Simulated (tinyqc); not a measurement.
RKS/BP86 in the sto-3g basis, for BH, spin multiplicity 1, step by step. One step of it, computed by the program tinyqc.

Problem. Iteration 1: building the Kohn-Sham matrix. J_ij = sum D_kl (ij|kl); F = H + J + V_xc; E = tr D H + tr D J / 2 + E_xc + E_nn.

D at the start:
```
            1B 1s      1B 2s    1B 2px    1B 2py     1B 2pz      2H 1s
1B 1s    0.001455  -0.008529  0.000000  0.000000  -0.009657   0.056446
1B 2s   -0.008529   0.050013  0.000000  0.000000   0.056623  -0.330978
1B 2px   0.000000   0.000000  2.000000  0.000000   0.000000   0.000000
1B 2py   0.000000   0.000000  0.000000  2.000000   0.000000   0.000000
1B 2pz  -0.009657   0.056623  0.000000  0.000000   0.064107  -0.374723
2H 1s    0.056446  -0.330978  0.000000  0.000000  -0.374723   2.190361
```

core Hamiltonian H = T + V (hartree):
```
             1B 1s      1B 2s     1B 2px     1B 2py     1B 2pz      2H 1s
1B 1s   -12.599454  -3.262302   0.000000   0.000000  -0.007282  -0.167129
1B 2s    -3.262302  -3.690402   0.000000   0.000000  -0.073652  -0.566534
1B 2px    0.000000   0.000000  -2.881537   0.000000   0.000000   0.000000
1B 2py    0.000000   0.000000   0.000000  -2.881537   0.000000   0.000000
1B 2pz   -0.007282  -0.073652   0.000000   0.000000  -2.922972  -0.629450
2H 1s    -0.167129  -0.566534   0.000000   0.000000  -0.629450  -1.857550
```

Two-electron integrals (ij|kl) in chemists' order, unique and non-zero (hartree):
```
(11|11) 2.923513   (21|11) 0.518376   (21|21) 0.109262   (22|11) 0.744229
(22|21) 0.193177   (22|22) 0.544804   (31|31) 0.020264   (32|31) 0.029996
(32|32) 0.120346   (33|11) 0.742491   (33|21) 0.193240   (33|22) 0.544682
(33|33) 0.586773   (41|41) 0.020264   (42|41) 0.029996   (42|42) 0.120346
(43|43) 0.031630   (44|11) 0.742491   (44|21) 0.193240   (44|22) 0.544682
(44|33) 0.523513   (44|44) 0.586773   (51|51) 0.020264   (52|51) 0.029996
(52|52) 0.120346   (53|53) 0.031630   (54|54) 0.031630   (55|11) 0.742491
(55|21) 0.193240   (55|22) 0.544682   (55|33) 0.523513   (55|44) 0.523513
(55|55) 0.586773   (61|11) 0.026014   (61|21) 0.005467   (61|22) 0.009714
(61|33) 0.009676   (61|44) 0.009676   (61|51) 0.000400   (61|52) 0.000741
(61|55) 0.009796   (61|61) 0.000282   (62|11) 0.089233   (62|21) 0.023674
(62|22) 0.077299   (62|33) 0.074940   (62|44) 0.074940   (62|51) 0.002545
(62|52) 0.017777   (62|55) 0.081934   (62|61) 0.001266   (62|62) 0.018476
(63|31) 0.001926   (63|32) 0.009923   (63|53) 0.003029   (63|63) 0.001576
(64|41) 0.001926   (64|42) 0.009923   (64|54) 0.003029   (64|64) 0.001576
(65|11) 0.097769   (65|21) 0.026200   (65|22) 0.089731   (65|33) 0.085443
(65|44) 0.085443   (65|51) 0.004135   (65|52) 0.027499   (65|55) 0.098201
(65|61) 0.001440   (65|62) 0.024643   (65|65) 0.033782   (66|11) 0.278166
(66|21) 0.074897   (66|22) 0.275716   (66|33) 0.263457   (66|44) 0.263457
(66|51) 0.007213   (66|52) 0.070199   (66|55) 0.299876   (66|61) 0.003997
(66|62) 0.095387   (66|65) 0.136617   (66|66) 0.774606
```

nuclear repulsion = 1.39183906 hartree

V_xc (hartree):
```
            1B 1s      1B 2s     1B 2px     1B 2py     1B 2pz      2H 1s
1B 1s   -0.260437  -0.134701   0.000000   0.000000   0.001500  -0.006457
1B 2s   -0.134701  -0.433645   0.000000   0.000000  -0.008596  -0.068807
1B 2px   0.000000   0.000000  -0.486118   0.000000   0.000000   0.000000
1B 2py   0.000000   0.000000   0.000000  -0.486118   0.000000   0.000000
1B 2pz   0.001500  -0.008596   0.000000   0.000000  -0.332450  -0.083409
2H 1s   -0.006457  -0.068807   0.000000   0.000000  -0.083409  -0.526996
```

E_xc = sum of w rho eps_xc = -2.36551235 hartree

Give: Coulomb J; Kohn-Sham matrix F; total energy of this density.

Solution.

Coulomb J (hartree):
```
         1B 1s   1B 2s  1B 2px  1B 2py  1B 2pz   2H 1s
1B 1s   3.5301  0.9233  0.0000  0.0000  0.0141  0.0467
1B 2s   0.9233  2.7253  0.0000  0.0000  0.1345  0.4889
1B 2px  0.0000  0.0000  2.7437  0.0000  0.0000  0.0000
1B 2py  0.0000  0.0000  0.0000  2.7437  0.0000  0.0000
1B 2pz  0.0141  0.1345  0.0000  0.0000  2.6868  0.6131
2H 1s   0.0467  0.4889  0.0000  0.0000  0.6131  2.6254
```

Kohn-Sham matrix F (hartree):
```
          1B 1s    1B 2s   1B 2px   1B 2py   1B 2pz    2H 1s
1B 1s   -9.3298  -2.4737   0.0000   0.0000   0.0083  -0.1269
1B 2s   -2.4737  -1.3988   0.0000   0.0000   0.0523  -0.1464
1B 2px   0.0000   0.0000  -0.6240   0.0000   0.0000   0.0000
1B 2py   0.0000   0.0000   0.0000  -0.6240   0.0000   0.0000
1B 2pz   0.0083   0.0523   0.0000   0.0000  -0.5686  -0.0998
2H 1s   -0.1269  -0.1464   0.0000   0.0000  -0.0998   0.2408
```

total energy of this density = -7.953332 hartree
